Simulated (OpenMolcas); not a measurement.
OpenMolcas input wanted

The species is C2H5Al− (8 atoms), meant as a doublet with charge -1. SMILES of the parent species: `C=[CH][AlH2]`. The shape is that of a PBE0-D4/def2-TZVP optimisation. That shape belongs to the parent species and isn't relaxed for this state.

```xyz
8

C    -1.0299    0.8292   -0.3570
C     0.1990    0.6510    0.1381
Al    0.9308   -1.1393    0.2620
H    -1.6369   -0.0086   -0.6955
H    -1.4950    1.8093   -0.4519
H     0.7356    1.5461    0.4527
H     2.3840   -1.4179    0.8377
H     0.0044   -2.3270   -0.2419
```

Settings wanted:

| Setting | Value |
| --- | --- |
| method | DFT |
| reference | UKS |
| basis set | def2-SVPD |
| task | energy |
| functional | BLYP |
| nucleus | point |
| integration grid | UltraFine |
| SCF convergence threshold | 1e-10 |

Problem. Write the OpenMolcas 26.06 input and the command.

Solution. One that was run (others would do as well):

mol.xyz:
```
8

C     -1.029900     0.829200    -0.357000
C      0.199000     0.651000     0.138100
Al     0.930800    -1.139300     0.262000
H     -1.636900    -0.008600    -0.695500
H     -1.495000     1.809300    -0.451900
H      0.735600     1.546100     0.452700
H      2.384000    -1.417900     0.837700
H      0.004400    -2.327000    -0.241900
```

run.inp:
```
* C2H5Al Kohn-Sham DFT
&GATEWAY
BasLib
$CurrDir
Coord
mol.xyz
Basis
def2-SVPD
Group
NoSym
&SEWARD
GridInput
Grid=UltraFine
End of Grid
&SCF
UHF
Charge
-1
Spin
2
KSDFT
BLYP
Thresholds
1e-10 1e-07 1e-07 1e-05
PrOrbitals
1 2
```

```bash
$ export MOLCAS_MEM=1860
$ pymolcas run.inp > run.log
```

(Basis files named in the input come from the Basis Set Exchange and aren't shown.)

Calculated total energy: -321.42419 Eh. The HOMO lies above zero, from self-interaction, a short basis or an unbound electron.
